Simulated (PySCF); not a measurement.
**N₂H₂: a look at the electrons**

For N₂H₂, the scripts below localise its valence orbitals, measure its response to a uniform field and analyse its density (charges, bond critical points, surface potential).

The runs use PySCF 2.14.0; levels as typed in each script, gas phase, geometry from GFN2-xTB.

### 1 The system as given

SMILES `N=N`, 4 atoms, charge 0, spin multiplicity 1.

Bond lengths: N1–N2 1.234 Å, N1–H3 1.035 Å, N2–H4 1.035 Å. Angles: N2–N1–H3 109.5°, N1–N2–H4 109.5°.

Geometry (Å):

```xyz
4

N     0.5879    0.1878    0.0000
N    -0.5879   -0.1878    0.0000
H     1.2144   -0.6366    0.0000
H    -1.2144    0.6366    0.0000
```

### 2 Localised orbitals (HF/cc-pvtz)

Input file input.py:

```python
import numpy as np
from pyscf import gto, scf, dft, lo
from pyscf.data.elements import chemcore

def solve(mol, dm0=None, hcore=None):
    mf = scf.UHF(mol) if mol.spin else scf.RHF(mol)
    mf = mf.density_fit(auxbasis='def2-universal-jkfit')
    mf.conv_tol, mf.max_cycle = 1e-8, 80
    if hcore is not None:
        mf.get_hcore = lambda *args: hcore
    mf.kernel(dm0)
    if not mf.converged:
        mf = mf.newton().run(mf.mo_coeff, mf.mo_occ, max_cycle=30)
    assert mf.converged, 'SCF not converged'
    return mf

mol = gto.M(atom='''
N      0.58795     0.18784     0.00000
N     -0.58795    -0.18784     0.00000
H      1.21443    -0.63659     0.00000
H     -1.21443     0.63659     0.00000
''', basis='cc-pvtz', charge=0, spin=0, verbose=4)
mf = solve(mol)
occ_all = mf.mo_coeff[:, mf.mo_occ > 0]
occ = occ_all[:, chemcore(mol):]
loc = lo.ibo.ibo(mol, occ, iaos=lo.iao.iao(mol, occ_all))
fock, s = mf.get_fock(), mf.get_ovlp()
ortho = lo.orth_ao(mol, 'meta_lowdin')
ortho = lo.vec_lowdin(lo.iao.iao(mol, occ_all), s)
labels = lo.iao.reference_mol(mol).ao_labels(fmt=None)
vir = lo.vvo.livvo(mol, occ_all, mf.mo_coeff[:, mf.mo_occ == 0])
both = np.hstack([loc, vir])
p = (ortho.T @ s @ both) ** 2
pop = np.array([p[[l[0] == a for l in labels]].sum(0) for a in range(mol.natm)])
spd = np.array([[p[[l[0] == a and l[2][-1] == k for l in labels]].sum(0) for k in 'spd'] for a in range(mol.natm)])
eps = np.einsum('pi,pq,qi->i', both, fock, both)
for i in np.argsort(eps):
    top = np.argsort(-pop[:, i])[:3]
    print('%3d %s %9.4f Eh ' % (i + 1, 'occ' if i < loc.shape[1] else 'vir', eps[i]), '  '.join('%s%d %.3f' % (mol.atom_symbol(a), a + 1, pop[a, i]) for a in top))
np.savez('result.npz', c=both, nocc=loc.shape[1], pop=pop, spd=spd, eps=eps, e=mf.e_tot)
```

On the command line:

```console
$ OMP_NUM_THREADS=1 python input.py
```

Log:

```text
[ENV] PYSCF_TMPDIR <dir>
[ENV] PYSCF_MAX_MEMORY 1375
[INPUT] verbose = 4
[INPUT] num. atoms = 4
[INPUT] num. electrons = 16
[INPUT] charge = 0
[INPUT] spin (= nelec alpha-beta = 2S) = 0
[INPUT] symmetry False subgroup None
[INPUT] Mole.unit = angstrom
[INPUT] Symbol           X                Y                Z      unit          X                Y                Z       unit  Magmom
[INPUT]  1 N      0.587950000000   0.187840000000   0.000000000000 AA    1.111064474938   0.354966155238   0.000000000000 Bohr   0.0
[INPUT]  2 N     -0.587950000000  -0.187840000000   0.000000000000 AA   -1.111064474938  -0.354966155238   0.000000000000 Bohr   0.0
[INPUT]  3 H      1.214430000000  -0.636590000000   0.000000000000 AA    2.294940097456  -1.202980753637   0.000000000000 Bohr   0.0
[INPUT]  4 H     -1.214430000000   0.636590000000   0.000000000000 AA   -2.294940097456   1.202980753637   0.000000000000 Bohr   0.0

nuclear repulsion = 32.3413957455417
number of shells = 30
number of NR pGTOs = 116
number of NR cGTOs = 88
basis = cc-pvtz
ecp = {}

******** <class 'pyscf.df.df_jk.DFRHF'> ********
method = DFRHF
initial guess = minao
damping factor = 0
level_shift factor = 0
DIIS = <class 'pyscf.scf.diis.CDIIS'>
diis_start_cycle = 1
diis_space = 8
diis_damp = 0
SCF conv_tol = 1e-08
SCF conv_tol_grad = None
SCF max_cycles = 80
direct_scf = False
Set gradient conv threshold to 0.0001
Initial guess from minao.
******** <class 'pyscf.df.df.DF'> ********
auxbasis = def2-universal-jkfit
init E= -110.093525880833
  HOMO = -0.192812007328298  LUMO = -0.0229342555196315  gap/eV = 4.62261
cycle= 1 E= -110.011930549013  delta_E= 0.0816  |g|= 0.327  |ddm|= 1.56
  HOMO = -0.422465828513435  LUMO = 0.086699129681449  gap/eV = 13.85508
cycle= 2 E= -110.036021860783  delta_E= -0.0241  |g|= 0.104  |ddm|= 0.232
  HOMO = -0.390583426658338  LUMO = 0.131373541898059  gap/eV = 14.20317
cycle= 3 E= -110.038394375231  delta_E= -0.00237  |g|= 0.0275  |ddm|= 0.0702
  HOMO = -0.398972689796047  LUMO = 0.127428228572807  gap/eV = 14.32410
cycle= 4 E= -110.038695050979  delta_E= -0.000301  |g|= 0.00602  |ddm|= 0.0363
  HOMO = -0.398727510846847  LUMO = 0.128679148511694  gap/eV = 14.35147
cycle= 5 E= -110.038721003358  delta_E= -2.6e-05  |g|= 0.00159  |ddm|= 0.0137
  HOMO = -0.398910614994422  LUMO = 0.128697458014372  gap/eV = 14.35695
cycle= 6 E= -110.038723679273  delta_E= -2.68e-06  |g|= 0.00038  |ddm|= 0.00606
  HOMO = -0.398889845358115  LUMO = 0.12873904662543  gap/eV = 14.35751
cycle= 7 E= -110.038723805598  delta_E= -1.26e-07  |g|= 4.96e-05  |ddm|= 0.00148
  HOMO = -0.39888700273246  LUMO = 0.128739435059877  gap/eV = 14.35745
cycle= 8 E= -110.03872380688  delta_E= -1.28e-09  |g|= 8.71e-06  |ddm|= 0.000113
  HOMO = -0.398885744411517  LUMO = 0.128740161062396  gap/eV = 14.35743
Extra cycle  E= -110.038723806915  delta_E= -3.49e-11  |g|= 3.09e-06  |ddm|= 1.04e-05
converged SCF energy = -110.038723806915
 Iterative localization: IB/P4/2x2, 7 iter; Final gradient 6.42e-09
 Iterative localization: IB/P4/2x2, 5 iter; Final gradient 8.19e-09
  4 occ   -1.1357 Eh  N2 0.500  N1 0.500  H3 0.000
  3 occ   -0.8394 Eh  N1 0.631  H3 0.363  H4 0.004
  6 occ   -0.8394 Eh  N2 0.631  H4 0.363  H3 0.004
  1 occ   -0.5977 Eh  N1 0.999  H4 0.001  N2 0.000
  2 occ   -0.5977 Eh  N2 0.999  H3 0.001  N1 0.000
  5 occ   -0.5174 Eh  N2 0.500  N1 0.500  H3 0.000
  9 vir    0.1850 Eh  N1 0.500  N2 0.500  H3 0.000
 10 vir    0.4786 Eh  H3 0.629  N1 0.364  N2 0.005
  7 vir    0.4786 Eh  H4 0.629  N2 0.364  N1 0.005
  8 vir    0.8125 Eh  N1 0.500  N2 0.500  H4 0.000
```

It took 0.9 s on 1 thread of Intel Xeon 6975P-C (Granite Rapids), shared host; peak memory 0.17 GiB.

### 3 Post-processing

Intrinsic bond orbitals (IBO), occupied:

- σ bond N2–N1 (N2 50 %, N1 50 %; −30.9 eV)
- σ bond N1–H3 (N1 63 %, H3 36 %; −22.8 eV)
- σ bond N2–H4 (N2 63 %, H4 36 %; −22.8 eV)
- lone pair on N1 (sp1.4-type) (N1 100 %; −16.3 eV)
- lone pair on N2 (sp1.4-type) (N2 100 %; −16.3 eV)
- π bond N2–N1 (N2 50 %, N1 50 %; −14.1 eV)

### 4 Response to an electric field (PBE0/6-311+g**)

Input file input.py:

```python
import numpy as np
from pyscf import gto, scf, dft
from pyscf.scf import atom_ks, atom_hf
from scipy.linalg import block_diag

def solve(mol, dm0=None, hcore=None):
    mf = (dft.UKS if mol.spin else dft.RKS)(mol, xc='pbe0')
    mf.grids.level = 3
    mf = mf.density_fit(auxbasis='def2-universal-jkfit')
    mf.conv_tol, mf.max_cycle = 1e-8, 80
    if hcore is not None:
        mf.get_hcore = lambda *args: hcore
    mf.kernel(dm0)
    if not mf.converged:
        mf = mf.newton().run(mf.mo_coeff, mf.mo_occ, max_cycle=30)
    assert mf.converged, 'SCF not converged'
    return mf

mol = gto.M(atom='''
N      0.58795     0.18784     0.00000
N     -0.58795    -0.18784     0.00000
H      1.21443    -0.63659     0.00000
H     -1.21443     0.63659     0.00000
''', basis='6-311+g**', charge=0, spin=0, verbose=4)
field = np.array([-0.01, -0.0, -0.0])  # atomic units
mol.set_common_orig(mol.atom_charges() @ mol.atom_coords() / mol.atom_charges().sum())
mf = solve(mol)
out = dict(dm0=mf.make_rdm1(), d0=mf.dip_moment(unit='AU'), e0=mf.e_tot)
for name, sign in (('p', 1), ('m', -1)):
    h = mf.get_hcore() + sign * np.einsum('x,xij->ij', field, mol.intor('int1e_r'))
    mi = solve(mol, mf.make_rdm1(), h)
    out.update({'dm' + name: mi.make_rdm1(), 'd' + name: mi.dip_moment(unit='AU'), 'e' + name: mi.e_tot})
# spherically averaged free atoms, for the promolecule
atm = atom_ks.get_atm_nrks(mol, xc='pbe0')
pro = block_diag(*[(atm[a[0]][2] * atm[a[0]][3]) @ atm[a[0]][2].T for a in mol._atom])
np.savez('result.npz', pro=pro, **out)
```

On the command line:

```console
$ OMP_NUM_THREADS=1 python input.py
```

Log:

```text
[ENV] PYSCF_TMPDIR <dir>
[ENV] PYSCF_MAX_MEMORY 1375
[INPUT] verbose = 4
[INPUT] num. atoms = 4
[INPUT] num. electrons = 16
[INPUT] charge = 0
[INPUT] spin (= nelec alpha-beta = 2S) = 0
[INPUT] symmetry False subgroup None
[INPUT] Mole.unit = angstrom
[INPUT] Symbol           X                Y                Z      unit          X                Y                Z       unit  Magmom
[INPUT]  1 N      0.587950000000   0.187840000000   0.000000000000 AA    1.111064474938   0.354966155238   0.000000000000 Bohr   0.0
[INPUT]  2 N     -0.587950000000  -0.187840000000   0.000000000000 AA   -1.111064474938  -0.354966155238   0.000000000000 Bohr   0.0
[INPUT]  3 H      1.214430000000  -0.636590000000   0.000000000000 AA    2.294940097456  -1.202980753637   0.000000000000 Bohr   0.0
[INPUT]  4 H     -1.214430000000   0.636590000000   0.000000000000 AA   -2.294940097456   1.202980753637   0.000000000000 Bohr   0.0

nuclear repulsion = 32.3413957455417
number of shells = 28
number of NR pGTOs = 86
number of NR cGTOs = 56
basis = 6-311+g**
ecp = {}

******** <class 'pyscf.df.df_jk.DFRKS'> ********
method = DFRKS
initial guess = minao
damping factor = 0
level_shift factor = 0
DIIS = <class 'pyscf.scf.diis.CDIIS'>
diis_start_cycle = 1
diis_space = 8
diis_damp = 0
SCF conv_tol = 1e-08
SCF conv_tol_grad = None
SCF max_cycles = 80
direct_scf = False
XC library pyscf.dft.libxc version 7.0.0
    S. Lehtola, C. Steigemann, M. J.T. Oliveira, and M. A.L. Marques.,  SoftwareX 7, 1–5 (2018)
XC functionals = pbe0
    C. Adamo and V. Barone.,  J. Chem. Phys. 110, 6158 (1999)
    M. Ernzerhof and G. E. Scuseria.,  J. Chem. Phys. 110, 5029 (1999)
radial grids:
    Treutler-Ahlrichs [JCP 102, 346 (1995); DOI:10.1063/1.469408] (M4) radial grids

becke partition: Becke, JCP 88, 2547 (1988); DOI:10.1063/1.454033
pruning grids: <function nwchem_prune at 0x74eab257dee0>
grids dens level: 3
symmetrized grids: False
atomic radii adjust function: <function treutler_atomic_radii_adjust at 0x74eab257e3e0>
small_rho_cutoff = 0
Set gradient conv threshold to 0.0001
[... 1 set-up line as earlier in the session ...]
tot grids = 47424
******** <class 'pyscf.df.df.DF'> ********
auxbasis = def2-universal-jkfit
init E= -110.670655995094
  HOMO = -0.237681998126853  LUMO = -0.108191507891341  gap/eV = 3.52362
cycle= 1 E= -110.541566206804  delta_E= 0.129  |g|= 0.17  |ddm|=  1.6
  HOMO = -0.248227336733152  LUMO = -0.0544261595176678  gap/eV = 5.27360
cycle= 2 E= -110.546849125907  delta_E= -0.00528  |g|= 0.0523  |ddm|= 0.273
  HOMO = -0.260477214933829  LUMO = -0.0628840123158128  gap/eV = 5.37678
cycle= 3 E= -110.547288428204  delta_E= -0.000439  |g|= 0.0182  |ddm|= 0.0565
  HOMO = -0.256708184039347  LUMO = -0.0586455646143165  gap/eV = 5.38956
cycle= 4 E= -110.547354982689  delta_E= -6.66e-05  |g|= 0.00437  |ddm|= 0.0203
  HOMO = -0.257550736996564  LUMO = -0.0594900033194747  gap/eV = 5.38951
cycle= 5 E= -110.547359372407  delta_E= -4.39e-06  |g|= 0.000363  |ddm|= 0.00393
  HOMO = -0.257555628451463  LUMO = -0.0594859481876782  gap/eV = 5.38975
cycle= 6 E= -110.547359403848  delta_E= -3.14e-08  |g|= 4.62e-05  |ddm|= 0.000654
  HOMO = -0.25754845151873  LUMO = -0.0594769553501635  gap/eV = 5.38980
cycle= 7 E= -110.547359404896  delta_E= -1.05e-09  |g|= 4.98e-06  |ddm|= 0.000165
  HOMO = -0.257549194183277  LUMO = -0.0594777739162211  gap/eV = 5.38980
Extra cycle  E= -110.547359404912  delta_E= -1.57e-11  |g|= 1.25e-06  |ddm|= 1.72e-05
converged SCF energy = -110.547359404912
Dipole moment(X, Y, Z, A.U.):  0.00000,  0.00000, -0.00000

******** <class 'pyscf.df.df_jk.DFRKS'> ********
method = DFRKS
initial guess = minao
damping factor = 0
level_shift factor = 0
DIIS = <class 'pyscf.scf.diis.CDIIS'>
diis_start_cycle = 1
diis_space = 8
diis_damp = 0
SCF conv_tol = 1e-08
SCF conv_tol_grad = None
SCF max_cycles = 80
direct_scf = False
XC library pyscf.dft.libxc version 7.0.0
    S. Lehtola, C. Steigemann, M. J.T. Oliveira, and M. A.L. Marques.,  SoftwareX 7, 1–5 (2018)
XC functionals = pbe0
    C. Adamo and V. Barone.,  J. Chem. Phys. 110, 6158 (1999)
    M. Ernzerhof and G. E. Scuseria.,  J. Chem. Phys. 110, 5029 (1999)
radial grids:
    Treutler-Ahlrichs [JCP 102, 346 (1995); DOI:10.1063/1.469408] (M4) radial grids

becke partition: Becke, JCP 88, 2547 (1988); DOI:10.1063/1.454033
pruning grids: <function nwchem_prune at 0x74eab257dee0>
grids dens level: 3
symmetrized grids: False
atomic radii adjust function: <function treutler_atomic_radii_adjust at 0x74eab257e3e0>
small_rho_cutoff = 0
Overwritten attributes  get_hcore  of <class 'pyscf.df.df_jk.DFRKS'>
Set gradient conv threshold to 0.0001
tot grids = 47424
******** <class 'pyscf.df.df.DF'> ********
auxbasis = def2-universal-jkfit
init E= -110.547359404912
  HOMO = -0.25702403832215  LUMO = -0.0592895876310351  gap/eV = 5.38063
cycle= 1 E= -110.547690925539  delta_E= -0.000332  |g|= 0.0608  |ddm|= 0.218
  HOMO = -0.258107506136469  LUMO = -0.0604609117404067  gap/eV = 5.37824
cycle= 2 E= -110.544970136322  delta_E= 0.00272  |g|= 0.132  |ddm|= 0.112
  HOMO = -0.257984625902928  LUMO = -0.0600326020741733  gap/eV = 5.38655
cycle= 3 E= -110.548548213519  delta_E= -0.00358  |g|= 0.00484  |ddm|= 0.0658
  HOMO = -0.257857708375049  LUMO = -0.0598607827382125  gap/eV = 5.38777
cycle= 4 E= -110.548555019925  delta_E= -6.81e-06  |g|= 0.000617  |ddm|= 0.00771
  HOMO = -0.257936262408144  LUMO = -0.0599385164615001  gap/eV = 5.38779
cycle= 5 E= -110.548555095085  delta_E= -7.52e-08  |g|= 0.000187  |ddm|= 0.000887
  HOMO = -0.257896550064039  LUMO = -0.0598942383972343  gap/eV = 5.38792
cycle= 6 E= -110.548555102621  delta_E= -7.54e-09  |g|= 6.86e-05  |ddm|= 0.000377
  HOMO = -0.257918709990449  LUMO = -0.0599175939835916  gap/eV = 5.38788
Extra cycle  E= -110.548555102019  delta_E= 6.02e-10  |g|= 9.04e-05  |ddm|= 0.000161
converged SCF energy = -110.548555102019
Dipole moment(X, Y, Z, A.U.): -0.23920,  0.00942, -0.00000

******** <class 'pyscf.df.df_jk.DFRKS'> ********
method = DFRKS
initial guess = minao
damping factor = 0
level_shift factor = 0
DIIS = <class 'pyscf.scf.diis.CDIIS'>
diis_start_cycle = 1
diis_space = 8
diis_damp = 0
SCF conv_tol = 1e-08
SCF conv_tol_grad = None
SCF max_cycles = 80
direct_scf = False
XC library pyscf.dft.libxc version 7.0.0
    S. Lehtola, C. Steigemann, M. J.T. Oliveira, and M. A.L. Marques.,  SoftwareX 7, 1–5 (2018)
XC functionals = pbe0
    C. Adamo and V. Barone.,  J. Chem. Phys. 110, 6158 (1999)
    M. Ernzerhof and G. E. Scuseria.,  J. Chem. Phys. 110, 5029 (1999)
radial grids:
    Treutler-Ahlrichs [JCP 102, 346 (1995); DOI:10.1063/1.469408] (M4) radial grids

becke partition: Becke, JCP 88, 2547 (1988); DOI:10.1063/1.454033
pruning grids: <function nwchem_prune at 0x74eab257dee0>
grids dens level: 3
symmetrized grids: False
atomic radii adjust function: <function treutler_atomic_radii_adjust at 0x74eab257e3e0>
small_rho_cutoff = 0
Set gradient conv threshold to 0.0001
tot grids = 47424
******** <class 'pyscf.df.df.DF'> ********
auxbasis = def2-universal-jkfit
init E= -110.547359404912
  HOMO = -0.257024038322193  LUMO = -0.0592895876310351  gap/eV = 5.38063
cycle= 1 E= -110.547690925539  delta_E= -0.000332  |g|= 0.0608  |ddm|= 0.218
  HOMO = -0.258107506136511  LUMO = -0.0604609117404138  gap/eV = 5.37824
cycle= 2 E= -110.544970136322  delta_E= 0.00272  |g|= 0.132  |ddm|= 0.112
  HOMO = -0.257984625902928  LUMO = -0.060032602074152  gap/eV = 5.38655
cycle= 3 E= -110.548548213518  delta_E= -0.00358  |g|= 0.00484  |ddm|= 0.0658
  HOMO = -0.257857708375035  LUMO = -0.0598607827382338  gap/eV = 5.38777
cycle= 4 E= -110.548555019925  delta_E= -6.81e-06  |g|= 0.000617  |ddm|= 0.00771
  HOMO = -0.257936262408151  LUMO = -0.0599385164615143  gap/eV = 5.38779
cycle= 5 E= -110.548555095086  delta_E= -7.52e-08  |g|= 0.000187  |ddm|= 0.000887
  HOMO = -0.257896550064025  LUMO = -0.0598942383972201  gap/eV = 5.38792
cycle= 6 E= -110.54855510262  delta_E= -7.53e-09  |g|= 6.86e-05  |ddm|= 0.000377
  HOMO = -0.257918709990463  LUMO = -0.0599175939836769  gap/eV = 5.38788
Extra cycle  E= -110.548555102019  delta_E= 6.02e-10  |g|= 9.04e-05  |ddm|= 0.000161
converged SCF energy = -110.548555102019
Dipole moment(X, Y, Z, A.U.):  0.23920, -0.00942, -0.00000
Spherically averaged atomic KS for {'H', 'N'}

******** <class 'pyscf.scf.atom_ks.AtomSphAverageRKS'> ********
method = AtomSphAverageRKS
initial guess = vsap
damping factor = 0
level_shift factor = 0
diis_start_cycle = 1
diis_space = 12
SCF conv_tol = 1e-09
SCF conv_tol_grad = None
SCF max_cycles = 50
direct_scf = True
direct_scf_tol = 1e-13
XC library pyscf.dft.libxc version 7.0.0
    S. Lehtola, C. Steigemann, M. J.T. Oliveira, and M. A.L. Marques.,  SoftwareX 7, 1–5 (2018)
XC functionals = pbe0
    C. Adamo and V. Barone.,  J. Chem. Phys. 110, 6158 (1999)
    M. Ernzerhof and G. E. Scuseria.,  J. Chem. Phys. 110, 5029 (1999)
radial grids:
    Treutler-Ahlrichs [JCP 102, 346 (1995); DOI:10.1063/1.469408] (M4) radial grids

becke partition: Becke, JCP 88, 2547 (1988); DOI:10.1063/1.454033
pruning grids: <function nwchem_prune at 0x74eab257dee0>
grids dens level: 3
symmetrized grids: False
atomic radii adjust function: <function treutler_atomic_radii_adjust at 0x74eab257e3e0>
User specified grid scheme (100, 434)
small_rho_cutoff = 0
Set gradient conv threshold to 3.16228e-05
tot grids = 24536
init E= -21.9575714999432
cycle= 1 E= -21.967068220042  delta_E= -0.0095  |g|=    0  |ddm|= 0.326
cycle= 2 E= -21.9696869186296  delta_E= -0.00262  |g|=    0  |ddm|= 0.23
cycle= 3 E= -21.9774759794546  delta_E= -0.00779  |g|=    0  |ddm|= 0.116
cycle= 4 E= -21.9774933487107  delta_E= -1.74e-05  |g|=    0  |ddm|= 0.0173
cycle= 5 E= -21.9775346811725  delta_E= -4.13e-05  |g|=    0  |ddm|= 0.00863
cycle= 6 E= -21.9775347952187  delta_E= -1.14e-07  |g|=    0  |ddm|= 0.00139
cycle= 7 E= -21.9775350636714  delta_E= -2.68e-07  |g|=    0  |ddm|= 0.000696
cycle= 8 E= -21.9775350644128  delta_E= -7.41e-10  |g|=    0  |ddm|= 0.000112
Extra cycle  E= -21.9775350649344  delta_E= -5.22e-10  |g|=    0  |ddm|= 9.41e-05
Atomic HF for atom  N  converged. SCF energy = -21.9775350649344

******** <class 'pyscf.scf.atom_ks.AtomSphAverageRKS'> ********
method = AtomSphAverageRKS
initial guess = vsap
damping factor = 0
level_shift factor = 0
diis_start_cycle = 1
diis_space = 12
SCF conv_tol = 1e-09
SCF conv_tol_grad = None
SCF max_cycles = 50
direct_scf = True
direct_scf_tol = 1e-13
XC library pyscf.dft.libxc version 7.0.0
    S. Lehtola, C. Steigemann, M. J.T. Oliveira, and M. A.L. Marques.,  SoftwareX 7, 1–5 (2018)
XC functionals = pbe0
    C. Adamo and V. Barone.,  J. Chem. Phys. 110, 6158 (1999)
    M. Ernzerhof and G. E. Scuseria.,  J. Chem. Phys. 110, 5029 (1999)
radial grids:
    Treutler-Ahlrichs [JCP 102, 346 (1995); DOI:10.1063/1.469408] (M4) radial grids

becke partition: Becke, JCP 88, 2547 (1988); DOI:10.1063/1.454033
pruning grids: <function nwchem_prune at 0x74eab257dee0>
grids dens level: 3
symmetrized grids: False
atomic radii adjust function: <function treutler_atomic_radii_adjust at 0x74eab257e3e0>
User specified grid scheme (100, 434)
small_rho_cutoff = 0
Set gradient conv threshold to 3.16228e-05
tot grids = 26240
init E= 31.9167049485034
cycle= 1 E= 31.9059898367085  delta_E= -0.0107  |g|=    0  |ddm|= 0.281
cycle= 2 E= 31.9059311184875  delta_E= -5.87e-05  |g|=    0  |ddm|= 0.0158
cycle= 3 E= 31.9059306683231  delta_E= -4.5e-07  |g|=    0  |ddm|= 0.00176
cycle= 4 E= 31.9059306649674  delta_E= -3.36e-09  |g|=    0  |ddm|= 0.000126
cycle= 5 E= 31.9059306649473  delta_E= -2e-11  |g|=    0  |ddm|= 6.42e-06
Extra cycle  E= 31.9059306649421  delta_E= -5.22e-12  |g|=    0  |ddm|= 5.9e-06
Atomic HF for atom  H  converged. SCF energy = 31.9059306649421
```

It took 5.3 s on 1 thread of Intel Xeon 6975P-C (Granite Rapids), shared host; peak memory 0.22 GiB.

The free atoms at the end serve only for the promolecule density; their printed energies are not used.

### 5 Post-processing

Change of the density in a field of 0.51 V/Å.

The induced dipole is 0.61 D (along the field); α along this axis, from the fields in both directions, is 24 bohr³ (3.5 Å³).

Electrons gather most on N1 (Hirshfeld charge changes by −0.026 e) and leave N2 most (+0.027 e); 0.069 electrons are displaced in all.

[end of part 1 of 2]
